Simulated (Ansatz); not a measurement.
Relaxation of FH₅Si (7 atoms, charge 0, multiplicity 1), to a largest force component of 0.03 eV/Å in at most 50 steps.

Theory: RKS PBE0-D4/def2-SVP (Ansatz 0.2.0).

```xyz
7
Properties=species:S:1:pos:R:3:forces:R:3
Si -0.402 0.001 -0.397 0.28 0.00 -0.81
F 0.046 -0.006 2.375 0.15 0.00 0.54
H 0.981 0.003 0.142 -0.07 0.00 0.02
H -0.584 1.221 -1.244 -0.01 -0.05 -0.03
H -0.583 -1.223 -1.239 -0.01 0.04 -0.03
H -1.518 0.003 0.565 -0.26 0.00 0.29
H -0.874 0.002 2.310 -0.07 0.00 0.01
```

Q: Where does it end, and by what steps?

A: The forces met the threshold. The force dipped under the threshold on the way, but the program's further checks kept it going. After 22 steps the energy has fallen by 0.213 eV; F2 moved furthest, 0.81 Å.

```
step  energy less start (eV)  largest force component (eV/Å)  accepted
   0                  0.0000                           0.813       yes
   1                 -0.0939                           0.978       yes
   2                 -0.1376                           0.207       yes
   3                 -0.1406                           0.388       yes
   4                 -0.1047                           1.554        no
   5                 -0.1477                           0.043       yes
   6                 -0.1396                           0.763        no
   7                 -0.1499                           0.047       yes
   8                 -0.1519                           0.099       yes
   9                 -0.1543                           0.246       yes
  10                 -0.1553                           0.543       yes
  11                 -0.1764                           0.152       yes
  12                 -0.1876                           0.573       yes
  13                 -0.1487                           1.767        no
  14                 -0.2054                           0.133       yes
  15                 -0.2101                           0.116       yes
  16                 -0.2102                           0.160       yes
  17                 -0.2112                           0.156       yes
  18                 -0.1838                           1.332        no
  19                 -0.2126                           0.012       yes
  20                 -0.2122                           0.161        no
  21                 -0.2127                           0.032       yes
  22                 -0.2127                           0.023       yes
```

```xyz
7
Properties=species:S:1:pos:R:3
Si -0.383 0.182 -0.458
F -0.136 -0.788 2.443
H 1.004 0.540 -0.052
H -0.693 0.797 -1.782
H -0.550 -1.295 -0.539
H -1.354 0.740 0.539
H -0.823 -0.177 2.359
```

Time of the run: 28 s on 1 thread of Arm Neoverse V1, on a shared host, peak memory 0.11 GiB.
